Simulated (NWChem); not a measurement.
System: methanol (CH$_{4}$O); SMILES CO

Computed with NWChem. Each level has its own optimisation; frequencies are unscaled.

For level LDA (Slater exchange, VWN5)/def2-SVP:

```
Property                           Result
---------------------------------  ------
r C–O (Å)                           1.389
highest harmonic frequency (cm⁻¹)    3745
```

**Question.** How do the values read with level BLYP/def2-SVP instead?

**Answer.** The r C–O (Å) comes out as 1.422. The highest harmonic frequency (cm⁻¹) is 3662.
